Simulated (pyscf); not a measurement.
This saddle point was located with ωB97X-D3(BJ)/def2-SVP in PySCF.

```xyz
6

F     -0.7254     1.9194    -1.5322
B      0.7558     1.3402    -1.3234
F      0.8792     0.8446    -0.0957
F      1.6479     2.2072    -1.7925
H     -0.4300     0.9952    -2.1396
H      0.4543     0.3851    -2.2269
```

Surface: singlet, charge 0. Lowest wavenumbers (cm⁻¹): 1255i, 336, 407, 560, 736.

### Question
Which two sides does it connect, and which bonds change?

### Answer
F–B(F)–F (SMILES FB(F)F) + H₂ (SMILES [H][H]) <-> HF (SMILES F) + F–BH–F (SMILES FBF), a four-centre exchange read from left to right: B–F, H–H broken and F–H, B–H formed. At ωB97M-D3(BJ)/def2-TZVP it lies +49.3 kcal/mol from the left side and +20.3 kcal/mol from the right (each side as separated species at their lowest minima found). One saddle was located; it need not be the lowest between these sides.
